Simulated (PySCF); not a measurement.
Homolysis of single bonds, series acetyl-X. Gas-phase values, no solvent. One relaxed conformer stands for each flexible species; it need not be the lowest. Strings in code marks are SMILES.

Calculation: PBE-D3(BJ)/def2-TZVP run with PySCF. All candidates: neutral, multiplicity 2. 

```yaml
dipole_moment: 0.00 D
highest_occupied_spin_orbital: -5.38 eV
```

Q: Name which member has these values.
A) `[CH3]`
B) `CC([O])=O`
C) `[C-]#[N+][C]=O`
D) `[C]#N`

A: A, `[CH3]`. The others give `[C]#N`: 1.13 D, -9.35 eV; `CC([O])=O`: 2.68 D, -7.12 eV; `[C-]#[N+][C]=O`: 0.66 D, -6.07 eV
